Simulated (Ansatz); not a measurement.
Worked example: correlation energy of AlS, quartet

Geometry: a point of a stretch scan, not a stationary point.

```tsv
atom	x (Å)	y (Å)	z (Å)
Al	0.0000	0.0000	0.0000
S	0.0000	0.0000	2.7710
```

Basis 6-31G; Ansatz 0.2.0. Correlated methods freeze the noble-gas cores, which leaves 9 electrons in 16 orbitals. Prefix R: restricted or restricted open-shell reference; prefix U: unrestricted.

Full CI is exact within this basis and frozen core; it isn't the basis-set limit. The frozen core follows each run's orbitals, which can shift R against U totals by a few meV.

The determinant fills πx and πy unequally, so it is a mixture of Σ and Δ, which weighs on every level built on one determinant.

UCCSD has a T1 diagnostic of 0.028 and a largest doubles amplitude of 0.11.

Runs differ by some tens of microhartree through their thresholds and, for an open shell, their frozen cores, so the step to full CI, which has another core, is uncertain by up to 0.1 kcal/mol.

```csv
level,total energy (hartree)
UHF,-639.322936
UMP2,-639.362675
UCCSD,-639.382606
UCCSD(T),-639.383723
UCCSDT*,-639.386403
UCCSDT(Q)*,-639.386924
UCCSDTQ*,-639.386896
full CI,-639.386923
```

**Question.** What is the correlation energy at full CI, and what share of it do UMP2 and UCCSD(T) recover?

**Answer.** E(corr) = -639.386923 − (-639.322936) = -0.063987 hartree = -1.741 eV. UMP2: -0.039739 / -0.063987 = 62.10 %. UCCSD(T): -0.060787 / -0.063987 = 95.00 %.

**Question.** By how many kcal/mol does UCCSD(T) miss full CI (1 hartree = 627.509 kcal/mol), and which steps make up the rest?

**Answer.** -639.383723 − (-639.386923) = 0.003200 hartree = 2.01 kcal/mol. Steps: UCCSDT − UCCSD(T) = -1.68, UCCSDT(Q) − UCCSDT = -0.33, UCCSDTQ − UCCSDT(Q) = 0.02, full CI − UCCSDTQ = -0.02 kcal/mol. With more than one leading determinant such errors change with state and geometry, and needn't cancel in differences.

An asterisk marks runs whose energy the program itself flagged as in doubt.
